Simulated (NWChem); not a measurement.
# UB3LYP/6-31G(d) (spherical functions) run of SiH (SMILES [SiH]), part 2 of 2

NWChem 7.3.0. The steps go on from the part before.

**3. The quartet: the energy at UB3LYP/6-31G(d) (spherical functions)**

geom.nw reads:

```
start geom
title "HSi"
memory stack 880 mb heap 220 mb global 1100 mb

geometry noautosym nocenter noautoz
Si    0.000000    0.000000   -0.007580
H     0.000000    0.000000    1.524140
end

basis "ao basis" spherical bse
* library 6-31G*
end

dft
xc b3lyp
mult 4
grid xfine
convergence energy 1e-08
maxiter 100
mulliken
end

task dft energy
```

Command:

```console
$ nwchem geom.nw > geom.out
```

Log:

```text
Northwest Computational Chemistry Package (NWChem) 7.3.0
             --------------------------------------------------------

           Job information
           ---------------

    nwchem branch   = 7.3.0
    use scalapack   = T
    input           = geom.nw
    prefix          = geom.
    data base       = ./geom.db
    status          = startup
    nproc           =        1

           Memory information
           ------------------

    heap     =     28835838 doubles =      220.0 Mbytes
    stack    =    115343355 doubles =      880.0 Mbytes
    global   =    144179200 doubles =     1100.0 Mbytes (distinct from heap & stack)
    total    =    288358393 doubles =     2200.0 Mbytes
    verify   = yes
    hardfail = no

           Directory information
           ---------------------

  0 permanent = .
  0 scratch   = .

                                NWChem Input Module
                                -------------------

                                        HSi
                                        ---

 Scaling coordinates for geometry "geometry" by  1.889725989
 (inverse scale =  0.529177249)

                             Geometry "geometry" -> ""
                             -------------------------

 Output coordinates in angstroms (scale by  1.889725989 to convert to a.u.)

  No.       Tag          Charge          X              Y              Z
 ---- ---------------- ---------- -------------- -------------- --------------
    1 Si                  14.0000     0.00000000     0.00000000    -0.00758000
    2 H                    1.0000     0.00000000     0.00000000     1.52414000

      Atomic Mass
      -----------

      Si                27.976930
      H                  1.007825

 Effective nuclear repulsion energy (a.u.)       4.8367074178

            Nuclear Dipole moment (a.u.)
            ----------------------------
        X                 Y               Z
 ---------------- ---------------- ----------------
     0.0000000000     0.0000000000     2.6796692463

            XYZ format geometry
            -------------------
     2
 geometry
 Si                    0.00000000     0.00000000    -0.00758000
 H                     0.00000000     0.00000000     1.52414000

 ==============================================================================
                                internuclear distances
 ------------------------------------------------------------------------------
       center one      |      center two      | atomic units |  angstroms
 ------------------------------------------------------------------------------
    2 H                |   1 Si               |     2.89453  |     1.53172
 ------------------------------------------------------------------------------
                         number of included internuclear distances:          1
 ==============================================================================

 Summary of "ao basis" -> "" (spherical)
 ------------------------------------------------------------------------------
       Tag                 Description            Shells   Functions and Types
 ---------------- ------------------------------  ------  ---------------------
 *                           6-31G*                   on all atoms

                                 NWChem DFT Module
                                 -----------------

                                        HSi

                      Basis "ao basis" -> "ao basis" (spherical)
                      -----
  [basis functions not shown]

 Summary of "ao basis" -> "ao basis" (spherical)
 ------------------------------------------------------------------------------
       Tag                 Description            Shells   Functions and Types
 ---------------- ------------------------------  ------  ---------------------
 Si                          6-31G*                  8       18   4s3p1d
 H                           6-31G*                  2        2   2s

 Summary of "ao basis" -> "ao basis" (spherical)
 ------------------------------------------------------------------------------
       Tag                 Description            Shells   Functions and Types
 ---------------- ------------------------------  ------  ---------------------
 Si                          6-31G*                  8       18   4s3p1d
 H                           6-31G*                  2        2   2s

  Caching 1-el integrals
  itol2e modified to match energy
  convergence criterion.
  tol_rho modified to match energy
  convergence criterion.

            General Information
            -------------------
          SCF calculation type: DFT
          Wavefunction type:  spin polarized.
          No. of atoms     :     2
          No. of electrons :    15
           Alpha electrons :     9
            Beta electrons :     6
          Charge           :     0
          Spin multiplicity:     4
          Use of symmetry is: off; symmetry adaption is: off
          Maximum number of iterations: 100
          AO basis - number of functions:    20
                     number of shells:    10
          Convergence on energy requested:  1.00D-08
          Convergence on density requested:  1.00D-05
          Convergence on gradient requested:  5.00D-04

              XC Information
              --------------
                         B3LYP Method XC Potential
                     Hartree-Fock (Exact) Exchange  0.200
                        Slater Exchange Functional  0.800 local
                    Becke 1988 Exchange Functional  0.720 non-local
              Lee-Yang-Parr Correlation Functional  0.810
                  VWN I RPA Correlation Functional  0.190 local

[... 11 lines left out ...]
          Spatial weights used:  Erf1
[... 1 line left out ...]
          Convergence Information
[... 1 line left out ...]
          Convergence aids based upon iterative change in
          total energy or number of iterations.
[... 61 lines left out ...]
   convergence    iter        energy       DeltaE   RMS-Dens  Diis-err    time
[... 14 lines left out ...]
         Total DFT energy =     -289.918524010111
      One electron energy =     -410.760943658415
           Coulomb energy =      137.221910828111
    Exchange-Corr. energy =      -21.216198597608
 Nuclear repulsion energy =        4.836707417802
[... 5 lines left out ...]
                    DFT Final Alpha Molecular Orbital Analysis
[... 152 lines left out ...]
                     DFT Final Beta Molecular Orbital Analysis
[... 76 lines left out ...]
 Vector   11  Occ=0.000000D+00  E= 1.825708D-01
              MO Center= -2.5D-11,  4.4D-11,  6.6D-01, r^2= 3.9D+00
   Bfn.  Coefficient  Atom+Function         Bfn.  Coefficient  Atom+Function
  ----- ------------  ---------------      ----- ------------  ---------------
    10      1.800671  1 Si s                  6     -1.614102  1 Si s
    13      0.543941  1 Si pz                 9     -0.405121  1 Si pz
    20     -0.172745  2 H  s                  5      0.090421  1 Si pz
[... 4 lines of this table left out ...]
              MO Center=  6.4D-11, -4.3D-11, -4.2D-01, r^2= 3.9D+00
   Bfn.  Coefficient  Atom+Function         Bfn.  Coefficient  Atom+Function
  ----- ------------  ---------------      ----- ------------  ---------------
     9      1.244511  1 Si pz                13     -0.939821  1 Si pz
    10      0.796608  1 Si s                  6     -0.602962  1 Si s
    20     -0.336382  2 H  s                  5     -0.280931  1 Si pz

 Vector   13  Occ=0.000000D+00  E= 2.788652D-01
              MO Center= -9.8D-11,  9.1D-11,  1.3D-03, r^2= 4.2D+00
   Bfn.  Coefficient  Atom+Function         Bfn.  Coefficient  Atom+Function
  ----- ------------  ---------------      ----- ------------  ---------------
     7      0.964770  1 Si px                11     -0.892947  1 Si px
     8     -0.876609  1 Si py                12      0.811350  1 Si py
     3     -0.219382  1 Si px                 4      0.199335  1 Si py

 Vector   14  Occ=0.000000D+00  E= 2.788652D-01
              MO Center= -1.8D-11, -8.5D-12,  1.3D-03, r^2= 4.2D+00
   Bfn.  Coefficient  Atom+Function         Bfn.  Coefficient  Atom+Function
  ----- ------------  ---------------      ----- ------------  ---------------
     8      0.964770  1 Si py                12     -0.892947  1 Si py
     7      0.876609  1 Si px                11     -0.811350  1 Si px
     4     -0.219382  1 Si py                 3     -0.199335  1 Si px

 Vector   15  Occ=0.000000D+00  E= 6.157809D-01
              MO Center=  2.6D-12, -2.8D-12, -3.1D-02, r^2= 1.1D+00
   Bfn.  Coefficient  Atom+Function         Bfn.  Coefficient  Atom+Function
  ----- ------------  ---------------      ----- ------------  ---------------
    15      0.714144  1 Si d -1              17      0.699448  1 Si d  1
     8     -0.025665  1 Si py                 7      0.025137  1 Si px

 Vector   16  Occ=0.000000D+00  E= 6.157809D-01
              MO Center= -1.2D-12, -3.9D-13, -3.1D-02, r^2= 1.1D+00
   Bfn.  Coefficient  Atom+Function         Bfn.  Coefficient  Atom+Function
  ----- ------------  ---------------      ----- ------------  ---------------
    17     -0.714144  1 Si d  1              15      0.699448  1 Si d -1
     7     -0.025665  1 Si px                 8     -0.025137  1 Si py

 Vector   17  Occ=0.000000D+00  E= 6.449284D-01
              MO Center=  3.5D-12, -5.4D-12, -7.6D-03, r^2= 1.1D+00
   Bfn.  Coefficient  Atom+Function         Bfn.  Coefficient  Atom+Function
  ----- ------------  ---------------      ----- ------------  ---------------
    18      1.000000  1 Si d  2

 Vector   18  Occ=0.000000D+00  E= 6.449285D-01
              MO Center=  3.7D-12, -5.6D-12, -7.6D-03, r^2= 1.1D+00
   Bfn.  Coefficient  Atom+Function         Bfn.  Coefficient  Atom+Function
  ----- ------------  ---------------      ----- ------------  ---------------
    14      1.000000  1 Si d -2

 Vector   19  Occ=0.000000D+00  E= 6.885312D-01
              MO Center=  2.8D-11, -3.2D-11,  4.4D-01, r^2= 2.7D+00
   Bfn.  Coefficient  Atom+Function         Bfn.  Coefficient  Atom+Function
  ----- ------------  ---------------      ----- ------------  ---------------
    20      1.704561  2 H  s                 10     -1.038792  1 Si s
    16     -0.932102  1 Si d  0              13     -0.886350  1 Si pz
    19     -0.480822  2 H  s                  6      0.226079  1 Si s
     9      0.028474  1 Si pz                 5     -0.028043  1 Si pz

 Vector   20  Occ=0.000000D+00  E= 1.017042D+00
              MO Center=  6.5D-13, -1.0D-12,  1.1D+00, r^2= 1.5D+00
   Bfn.  Coefficient  Atom+Function         Bfn.  Coefficient  Atom+Function
  ----- ------------  ---------------      ----- ------------  ---------------
    20     -1.359085  2 H  s                 19      1.318320  2 H  s
    16     -0.542978  1 Si d  0              10      0.479602  1 Si s
    13      0.452091  1 Si pz                 9     -0.241618  1 Si pz
     5      0.086107  1 Si pz                 6     -0.079396  1 Si s
     2      0.046795  1 Si s

     ---------------------------------------------
      Total Density - Mulliken Population Analysis
     ---------------------------------------------

    Atom       Charge   Shell Charges
 -----------   ------   -------------------------------------------------------
    1 Si  14    14.05   2.00  2.00  5.96  1.09  1.64  0.44  0.90  0.03
    2 H    1     0.95   0.45  0.50

     --------------------------------------------
      Spin Density - Mulliken Population Analysis
     --------------------------------------------

    Atom       Charge   Shell Charges
 -----------   ------   -------------------------------------------------------
    1 Si  14     2.72   0.00  0.00  0.01  0.23  1.45  0.13  0.90  0.01
    2 H    1     0.28   0.15  0.13

     -------------------------------------------
      Total Density - Lowdin Population Analysis
     -------------------------------------------

    Atom       Charge   Shell Charges
 -----------   ------   -------------------------------------------------------
    1 Si  14    14.08   2.00  1.99  5.88  0.91  1.60  0.58  1.09  0.03
    2 H    1     0.92   0.43  0.49

     ------------------------------------------
      Spin Density - Lowdin Population Analysis
     ------------------------------------------

    Atom       Charge   Shell Charges
 -----------   ------   -------------------------------------------------------
    1 Si  14     2.78   0.00  0.01  0.04  0.21  1.33  0.13  1.05  0.01
    2 H    1     0.22   0.14  0.08

   alpha - beta orbital overlaps
   -----------------------------

   alpha      1      2      3      4      5      6      7      8      9     10
    beta      1      2      3      5      4      6      7      9      8     10
 overlap   1.000  1.000  1.000  1.000  1.000  0.989  0.988  0.993  0.993  0.994

   alpha     11     12     13     14     15     16     17     18     19     20
    beta     11     12     14     13     16     15     18     17     19     20
 overlap   0.982  0.976  0.989  0.989  0.998  0.998  1.000  1.000  0.998  0.999

     --------------------------
     Expectation value of S2:
     --------------------------
      <S2> =      3.7512 (Exact =     3.7500)

 center of mass
 --------------
 x =   0.00000000 y =   0.00000000 z =   0.08632123

 moments of inertia (a.u.)
 ------------------
           8.150269834840           0.000000000000           0.000000000000
           0.000000000000           8.150269834840           0.000000000000
           0.000000000000           0.000000000000           0.000000000000

     Multipole analysis of the density
     ---------------------------------

     L   x y z        total         alpha         beta         nuclear
     -   - - -        -----         -----         ----         -------
     0   0 0 0     -0.000000     -9.000000     -6.000000     15.000000

     1   1 0 0      0.000000      0.000000     -0.000000      0.000000
[... 8 lines of this table left out ...]
     2   0 0 2     -9.298596    -12.895461     -4.701600      8.298465

 Task  times  cpu:        1.4s     wall:        1.4s
 Total times  cpu:        1.4s     wall:        1.4s
```

Run time: 1.9 s. Hardware: 1 thread of Intel Xeon 6975P-C (Granite Rapids), shared host; peak memory 0.11 GiB.

**4. Results**

What follows sums up all 2 parts.

At UB3LYP/6-31G* (spherical functions):

| quantity | value |
| --- | --- |
| doublet: total energy | -289.98679 Eh |
| doublet: ⟨S²⟩ | 0.753 |
| doublet: largest force on an atom | 0.107 eV/Å |
| quartet: total energy | -289.91852 Eh |
| quartet: dipole moment | 0.06 D |
| quartet: HOMO energy (highest over α and β) | -5.49 eV |
| quartet: LUMO energy (lowest over α and β) | -5.26 eV |
| quartet: ⟨S²⟩ | 3.751 |
| vertical energy of the quartet above the doublet | 1.858 eV |

What this shows: At this shape the quartet lies 1.86 eV (43 kcal/mol) above the doublet.
